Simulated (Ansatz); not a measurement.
A displaced shape of singlet N2O:

```csv
atom,x (Å),y (Å),z (Å)
N,0.0436,-0.0227,-1.2037
N,-0.0394,0.0049,-0.0379
O,-0.0400,0.0017,1.0748
```

It was optimised with HF/def2-SVP in Ansatz (development build ahead of 0.2.0) to forces under 0.001 eV/Å, with restricted orbitals. Each step stands on the lowest determinant of that kind that the program's search found.

Task: What shape does it relax to, and how does the optimisation go?

Result:

```xyz
3

N     0.0278   -0.0168   -1.1691
N    -0.0111   -0.0056   -0.0809
O    -0.0526    0.0064    1.0832
```

Bond lengths: N1–N2 1.089 Å, N2–O3 1.165 Å. Angles: N1–N2–O3 180.0°.

```json
{"step": "1", "E − E(start) (eV)": "0.0000", "largest force (eV/Å)": "14.0181"}
{"step": "2", "E − E(start) (eV)": "-0.5230", "largest force (eV/Å)": "1.5811"}
{"step": "3", "E − E(start) (eV)": "-0.5408", "largest force (eV/Å)": "0.4796"}
{"step": "4", "E − E(start) (eV)": "-0.5436", "largest force (eV/Å)": "0.3743"}
{"step": "5", "E − E(start) (eV)": "-0.5482", "largest force (eV/Å)": "0.2376"}
{"step": "6", "E − E(start) (eV)": "-0.5486", "largest force (eV/Å)": "0.0313"}
{"step": "7", "E − E(start) (eV)": "-0.5486", "largest force (eV/Å)": "0.0013"}
{"step": "8", "E − E(start) (eV)": "-0.5486", "largest force (eV/Å)": "0.0000"}
```

The optimisation ended after 8 steps with its threshold met.
